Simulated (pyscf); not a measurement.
Single points on ωB97X-D3(BJ)/def2-SVP structures (PySCF, gas phase).

Task: For H₂N–B(NH₂)–OH + ammonia (NH₃) -> H₂N–B(NH₂)–NH₂ + water (H₂O), a four-centre exchange (singlet surface; B–O, H–N broken, B–N, H–O formed), PBE/def2-TZVP gives ΔE‡ = 126.6 kJ/mol and ΔE = +37.5 kJ/mol (zero: the separated reactants). In which direction and how far do r²SCAN/def2-TZVP, PBE0-D3(BJ)/def2-TZVP, ωB97M-D3(BJ)/def2-TZVP move these?

Result: r²SCAN: ΔE‡ = 134.7 kJ/mol, ΔE = +39.8 kJ/mol; PBE0-D3(BJ): ΔE‡ = 131.2 kJ/mol, ΔE = +35.6 kJ/mol; ωB97M-D3(BJ): ΔE‡ = 141.6 kJ/mol, ΔE = +36.9 kJ/mol. PBE's barrier lies under all of them, by 4.6 to 15.0 kJ/mol. Its reaction energy lies among theirs. On the reactant side the descent ends in an adduct with a B–N contact, 27.9 kJ/mol over the separated species and 115.2 kJ/mol under the saddle at ωB97X-D3(BJ)/def2-TZVP. On the product side the descent ends in a complex, 28.7 kJ/mol under the separated species and 135.5 kJ/mol under the saddle at ωB97X-D3(BJ)/def2-TZVP. What is counted as formed (B–N) is already present as a longer contact in the reactant adduct; forming that adduct is a step of its own. The products may also form a dative adduct at H₂N–B(NH₂)–NH₂; it and routes through it were not searched. This is the saddle that the search found; another between the same sides may lie lower.
